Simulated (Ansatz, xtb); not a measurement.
**Two isomers of C2H6FO+**

Structure I: `[OH2+]CCF`, a singlet. Structure II: `C[C@H]([OH2+])F`, a singlet. Both are isolated ions in the gas phase, relaxed with PBE0-D3(BJ)/def2-SVP; the shapes shown needn't be the lowest conformers.

I (Å):

```yaml
atoms:
  - { symbol: C, position_ang: [-1.4915, 0.3694, -0.5562] }
  - { symbol: C, position_ang: [-0.0969, 0.8195, -0.2011] }
  - { symbol: F, position_ang: [0.7387, 0.0269, -0.9618] }
  - { symbol: O, position_ang: [-1.5155, 0.2080, -2.0425] }
  - { symbol: H, position_ang: [-1.7060, 1.0209, -2.5513] }
  - { symbol: H, position_ang: [-0.6299, -0.1477, -2.3081] }
  - { symbol: H, position_ang: [-1.7273, -0.6386, -0.1923] }
  - { symbol: H, position_ang: [-2.2963, 1.0685, -0.2971] }
  - { symbol: H, position_ang: [0.0911, 1.8752, -0.4555] }
  - { symbol: H, position_ang: [0.0970, 0.6633, 0.8711] }
```

II (Å):

```yaml
atoms:
  - { symbol: C, position_ang: [-1.4839, 1.1495, -0.0179] }
  - { symbol: C, position_ang: [-1.0314, 1.0713, -1.4293] }
  - { symbol: F, position_ang: [-0.1232, 1.9697, -1.7589] }
  - { symbol: O, position_ang: [-0.3302, -0.2922, -1.6125] }
  - { symbol: H, position_ang: [-2.1687, 0.3270, 0.2277] }
  - { symbol: H, position_ang: [-0.6286, 1.1702, 0.6751] }
  - { symbol: H, position_ang: [-2.0287, 2.0986, 0.0991] }
  - { symbol: H, position_ang: [-1.8216, 1.0064, -2.1924] }
  - { symbol: H, position_ang: [0.0441, -0.4315, -2.5071] }
  - { symbol: H, position_ang: [0.3566, -0.4797, -0.9393] }
```

Energies in hartree; the thermal terms are from PBE0-D3(BJ)/def2-SVP harmonic frequencies (ideal gas, rigid rotor, one conformer each, 298.15 K, 1 atm) and include the zero-point energy:

|  | I | II |
| --- | --- | --- |
| E, CCSD(T)/def2-TZVP | −254.214900 | −254.226324 |
| zero-point energy | 0.086506 | 0.084877 |
| H(298 K) − E | 0.092252 | 0.090936 |
| G(298 K) − E | 0.059361 | 0.057644 |

**Question.** Work out ΔE, ΔE₀, ΔH and ΔG for I → II in kJ/mol (1 Eh = 2625.50 kJ/mol) and the equilibrium ratio [II]/[I].

**Answer.** 1. ΔE = −254.226324 − (−254.214900) = −0.011424 Eh = −29.99 kJ/mol.
2. ΔE₀ = ΔE + ΔZPE = −0.011424 + (−0.001629) Eh = −34.27 kJ/mol.
3. ΔH = ΔE + (−0.001316) Eh = −33.45 kJ/mol.
4. ΔG = ΔE + (−0.001717) Eh = −34.50 kJ/mol, so ΔS = (ΔH − ΔG)/T = +3.5 J/(mol K).
5. kT = 0.9442 mEh, so K = [II]/[I] = exp(−ΔG/kT) = exp(+13.92) ≈ 1.1 × 10^6.

Structure II is favoured at this temperature. An error of 4 kJ/mol in ΔG would change K by a factor of 5. Mirror images and further conformers aren't counted.

As drawn, both hold the same kinds of bond in the same numbers. Structure I has 0 methyl groups, II 1.

Other levels gave ΔE = −11.2 (GFN2-xTB); −39.7 (HF/STO-3G, GFN2-xTB geometries); −37.5 (r2SCAN-D4/def2-SVP, GFN2-xTB geometries); −32.8 (PBE0-D3(BJ)/def2-SVP); −29.6 (HF/def2-TZVP); −32.1 (MP2/def2-TZVP) kJ/mol. The correlated steps freeze 4 core orbitals. Programs: Ansatz 0.2.0, xtb 6.7.1.
